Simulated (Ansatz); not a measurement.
**NH− (doublet): PBE0, B3LYP over a scan of the distance N1–H2, 6-31++G****

Aim: run NH− (doublet) with these functionals over a scan of the distance N1–H2, and hold them against the top wave-function level at the same points.

The runs use Ansatz 0.2.0, Gaussian basis; 6-31++G**, all electrons in the functionals.

Plan: PBE0, B3LYP, at 0.811 Å; 0.947 Å; 1.037 Å; 1.118 Å; 1.247 Å; 1.435 Å; 1.626 Å; 1.958 Å; 2.274 Å; 2.755 Å; 3.525 Å.

24 further runs of the same task are left out: 18 that didn't finish, 6 set aside as unsound or not needed.

## (1) What is computed

The geometry derives from a PBE0/def2-TZVPD stationary point (not a proven minimum). One bond is set to the value named and the two fragments are kept rigid.

2 atoms, charge -1, spin multiplicity 2.

Atoms are counted from 1 here; the program's logs count them from 0.

Bond lengths: N1–H2 1.037 Å.

No dispersion term is added. B3LYP takes the VWN-RPA correlation.

The geometry shown and the zero of energy belong to the point 1.037 Å. The yardstick, FCI, and other wave-function levels (R restricted, U unrestricted, valence and pair active spaces) come from earlier runs.

## (2) PBE0, 0.811 Å

Input file in.yaml:

```yaml
crystal:
  periodic: [false, false, false]
  atoms:
    - {symbol: N, position_ang: [0.000000, 0.000000, 0.000000]}
    - {symbol: H, position_ang: [0.000000, 0.000000, 0.811000]}
basis:
  gaussian: {orbitals: "6-31++G**"}
total_charge: -1
magnetization: {spin_polarized: true, initial_magnetization: 1}
hamiltonian: {xc: {name: PBE0}}
output: {forces: true, orbitals: {seedname: orbitals}}
```

Command:

```bash
ansatz run in.yaml --threads 1 --pin off --events-out ev --progress --plain --max-ram 2393MiB
```

Further steps of the session: PBE0, 0.947 Å; PBE0, 1.037 Å; PBE0, 1.118 Å; PBE0, 1.247 Å; PBE0, 1.435 Å; PBE0, 1.626 Å; PBE0, 1.958 Å; PBE0, 2.274 Å; PBE0, 2.755 Å; PBE0, 3.525 Å; B3LYP, 0.811 Å; B3LYP, 0.947 Å; B3LYP, 1.037 Å; B3LYP, 1.118 Å; B3LYP, 1.247 Å; B3LYP, 1.435 Å; B3LYP, 1.626 Å; B3LYP, 1.958 Å; B3LYP, 2.274 Å; B3LYP, 2.755 Å; B3LYP, 3.525 Å.

Q: Predict the results of all the runs planned. Wanted: span of the FCI curve; largest miss, PBE0; largest miss, B3LYP.

The runs gave:

```
             quantity                   value
span of the FCI curve            356.4 kJ/mol
   largest miss, PBE0  +23.3 kJ/mol (1.958 Å)
  largest miss, B3LYP  +13.1 kJ/mol (1.958 Å)
```

What this shows: Of the functionals, B3LYP keep the smallest largest miss at the points compared (at most 13.1 kJ/mol) and PBE0 strays most (23.3 kJ/mol, at 1.958 Å). PBE0, B3LYP clearly break the spin symmetry at some points (⟨S²⟩ up to 1.03 above the pure value), so energy there is bought with a mixed spin. Functionals and the yardstick converge differently with the basis, so part of each miss in 6-31++G** is the basis.

The anion's highest level is positive in at least one run, so there the basis alone may hold the extra electron.
